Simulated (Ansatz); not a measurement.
**C₄H₈Cl₂: a ladder of functionals and wavefunction methods**

The task here is to estimate one member of a computed series from the others.

The runs use Ansatz 0.2.0, Gaussian basis; functionals in def2-TZVPP, the program's frozen cores in correlated methods.

The runs, in order: LDA (SPW92), PBE-D4, revPBE-D4, BLYP-D4, r2SCAN-D4, B97M-V, PBE0-D4, B3LYP-D4, r2SCANh-D4, r2SCAN0-D4, HSE06-D4, BHLYP-D4, CAM-B3LYP-D4, LC-ωPBE, ωB97X-V, ωB97M-V, B2PLYP, PBE-QIDH; CCSD(T)/def2-SVP; CCSD(T)/def2-TZVPP; MP2/def2-QZVPP; extrapolation to the limit; RPA on PBE.

**The geometry**

The geometry comes from an earlier relaxation with PBE0-D4 in a triple-zeta def2 set; it is a stationary point, not always the lowest conformer.

SMILES `CCC(Cl)CCl`, 14 atoms, charge 0, spin multiplicity 1.

Atoms are counted from 1 here; the program's logs count them from 0.

Bond lengths: C1–C2 1.517 Å, C1–H7 1.092 Å, C1–H8 1.091 Å, C1–H9 1.093 Å, C2–C3 1.519 Å, C2–H10 1.095 Å, C2–H11 1.096 Å, C3–Cl4 1.792 Å, C3–C5 1.510 Å, C3–H12 1.092 Å, C5–Cl6 1.775 Å, C5–H13 1.091 Å, C5–H14 1.090 Å. Angles: C2–C1–H7 110.6°, C2–C1–H8 111.1°, C2–C1–H9 111.1°, H7–C1–H8 108.1°, H7–C1–H9 107.8°, H8–C1–H9 108.0°, C1–C2–C3 114.0°, C1–C2–H10 110.4°, C1–C2–H11 109.6°, C3–C2–H10 108.8°, C3–C2–H11 107.1°, H10–C2–H11 106.8°, C2–C3–Cl4 110.5°, C2–C3–C5 111.0°, C2–C3–H12 110.5°, Cl4–C3–C5 109.8°, Cl4–C3–H12 105.3°, C5–C3–H12 109.7° and more.

Set-up of the first run:

Contents of in.yaml:

```yaml
crystal:
  periodic: [false, false, false]
  atoms:
    - {symbol: C, position_ang: [-0.096788, -1.705814, 0.997106]}
    - {symbol: C, position_ang: [0.336367, -0.726859, -0.077758]}
    - {symbol: C, position_ang: [-0.295296, 0.648349, 0.049440]}
    - {symbol: Cl, position_ang: [-2.074106, 0.539804, -0.135781]}
    - {symbol: C, position_ang: [0.268713, 1.600526, -0.978291]}
    - {symbol: Cl, position_ang: [-0.244308, 3.280596, -0.725063]}
    - {symbol: H, position_ang: [0.415003, -2.662144, 0.874633]}
    - {symbol: H, position_ang: [-1.171300, -1.888145, 0.952963]}
    - {symbol: H, position_ang: [0.139744, -1.324813, 1.994106]}
    - {symbol: H, position_ang: [0.112252, -1.127973, -1.071369]}
    - {symbol: H, position_ang: [1.422945, -0.587491, -0.030833]}
    - {symbol: H, position_ang: [-0.133950, 1.051250, 1.051410]}
    - {symbol: H, position_ang: [1.357877, 1.591196, -0.917138]}
    - {symbol: H, position_ang: [-0.037153, 1.311530, -1.983435]}
basis:
  gaussian: {orbitals: def2-TZVPP}
hamiltonian: {xc: lda}
output: {orbitals: {seedname: orbitals}}
```

Command:

```bash
$ ansatz run in.yaml --threads 2 --pin off --events-out ev --progress --plain --max-ram 32768MiB --backend cuda --devices 0, --max-vram 18GiB
```

Steps of the session up to this table: LDA; PBE-D4 (GGA); revPBE-D4 (GGA); BLYP-D4 (GGA); r2SCAN-D4 (meta-GGA); B97M-V (meta-GGA); B3LYP-D4 (hybrid); r2SCANh-D4 (hybrid); r2SCAN0-D4 (hybrid); HSE06-D4 (hybrid); BHLYP-D4 (hybrid); CAM-B3LYP-D4 (range-separated); LC-ωPBE (range-separated); ωB97X-V (range-separated); ωB97M-V (range-separated); B2PLYP (double hybrid); PBE-QIDH (double hybrid).

One table of the session follows, with a row left open; its other results are not shown here.

It belongs to the step «Frontier levels by functional». 

| functional | HOMO (eV) | LUMO (eV) | gap (eV) |
| --- | --- | --- | --- |
| LDA (SPW92) | -7.08 | -0.80 | 6.27 |
| PBE-D4 | -6.95 | -0.57 | 6.38 |
| revPBE-D4 | -6.89 | -0.47 | 6.42 |
| BLYP-D4 | ? | ? | ? |
| r2SCAN-D4 | -7.28 | -0.29 | 6.99 |
| B97M-V | -7.41 | -0.28 | 7.13 |
| PBE0-D4 | -8.37 | 0.52 | 8.89 |
| B3LYP-D4 | -8.10 | 0.24 | 8.34 |
| r2SCANh-D4 | -7.80 | 0.12 | 7.92 |
| r2SCAN0-D4 | -8.58 | 0.70 | 9.29 |
| HSE06-D4 | -7.96 | 0.13 | 8.09 |
| BHLYP-D4 | -9.65 | 1.47 | 11.12 |
| CAM-B3LYP-D4 | -9.76 | 1.58 | 11.34 |
| LC-ωPBE | -11.21 | 2.87 | 14.08 |
| ωB97X-V | -10.83 | 2.67 | 13.50 |
| ωB97M-V | -10.67 | 2.35 | 13.02 |

Estimate the missing values for BLYP-D4.

Worked estimate for «HOMO (eV)». Against the share of exact exchange, B3LYP-D4 (0.2, -8.10), BHLYP-D4 (0.5, -9.65) give a slope of -5.17 per unit share; at 0 the line stands at -7.07.

**Answer.** HOMO (eV): -6.79; LUMO (eV): -0.45; gap (eV): 6.34. In «HOMO (eV)» the line misses by -0.28.
